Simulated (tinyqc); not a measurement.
Inside a calculation. Method: CIS and TDHF on RHF in the sto-6g basis, frozen core, for HF, spin multiplicity 1. One step of it, computed by the program tinyqc.

Task: TDHF (RPA) singlet states. B(ia,jb) = 2 (ia|jb) - (ib|ja); the squared energies are the eigenvalues of (A - B)(A + B); 1 hartree = 27.211386 eV.

CIS matrix A, singlet (hartree):
```
,2>6,3>6,4>6,5>6
2>6,1.415769,0.034571,0.000000,0.000000
3>6,0.034571,0.736029,0.000000,0.000000
4>6,0.000000,0.000000,0.339185,0.000000
5>6,0.000000,0.000000,0.000000,0.339185
```

Two-electron integrals over orbitals (pq|rs), unique and non-zero (hartree); the lowest 1 orbital is frozen and left out:
```
p,q,r,s,(pq|rs)
2,2,2,2,0.868598
3,2,2,2,-0.039846
3,2,3,2,0.145871
3,3,2,2,0.722169
3,3,3,2,-0.026400
3,3,3,3,0.712431
4,2,4,2,0.186882
4,3,4,2,-0.033567
4,3,4,3,0.039783
4,4,2,2,0.891466
4,4,3,2,-0.072286
4,4,3,3,0.710703
4,4,4,4,0.998085
5,2,5,2,0.186882
5,3,5,2,-0.033567
5,3,5,3,0.039783
5,4,5,4,0.053789
5,5,2,2,0.891466
5,5,3,2,-0.072286
5,5,3,3,0.710703
5,5,4,4,0.890506
5,5,5,5,0.998085
6,2,2,2,-0.104964
6,2,3,2,-0.066057
6,2,3,3,-0.027890
6,2,4,4,-0.102505
6,2,5,5,-0.102505
6,2,6,2,0.092460
6,3,2,2,-0.210558
6,3,3,2,0.088165
6,3,3,3,-0.105776
6,3,4,4,-0.226258
6,3,5,5,-0.226258
6,3,6,2,0.045567
6,3,6,3,0.209936
6,4,4,2,-0.033999
6,4,4,3,-0.019780
6,4,6,4,0.029741
6,5,5,2,-0.033999
6,5,5,3,-0.019780
6,5,6,5,0.029741
6,6,2,2,0.656177
6,6,3,2,0.056563
6,6,3,3,0.661251
6,6,4,4,0.635171
6,6,5,5,0.635171
6,6,6,2,-0.060320
6,6,6,3,-0.019019
6,6,6,6,0.695798
```

Give: TDHF matrix B, singlet; squared energies w^2; TDHF energies from the positive w^2.

Result:

TDHF matrix B, singlet (hartree):
```
,2>6,3>6,4>6,5>6
2>6,0.0925,0.0456,0.0000,0.0000
3>6,0.0456,0.2099,0.0000,0.0000
4>6,0.0000,0.0000,0.0297,0.0000
5>6,0.0000,0.0000,0.0000,0.0297
```

squared energies w^2 (hartree^2): 0.1142  0.1142  0.4952  1.9966

TDHF energies from the positive w^2 (eV): 9.1941  9.1941  19.1479  38.4500
